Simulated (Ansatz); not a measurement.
Results of PBEsol (plane waves, PAW; Ansatz, a program for electronic structure) for bcc W.

A relaxed, unreconstructed slab of the (100) face has 8 atoms, two equal faces of 9.949 Å² each and an energy of -82047.1124 eV. A bulk cell of 2 atoms with the same orientation and in-plane k mesh has -20513.1338 eV. Energies are extrapolated to zero smearing.

Numerical settings: plane-wave cutoff 500 eV, 18×18×1 k mesh (along the axes of the cell as run), Fermi–Dirac smearing 0.1 eV, scalar-relativistic PAW data made under PBE.

Worked out: γ = (E_slab − N E_bulk per atom)/2A = [-82047.1124 − 8 × (-20513.1338/2)]/(2 × 9.949) = 0.2725 eV/Å². With 16.022 J/m² per eV/Å² this is 4.37 J/m², or 2.71 eV per surface cell and face.
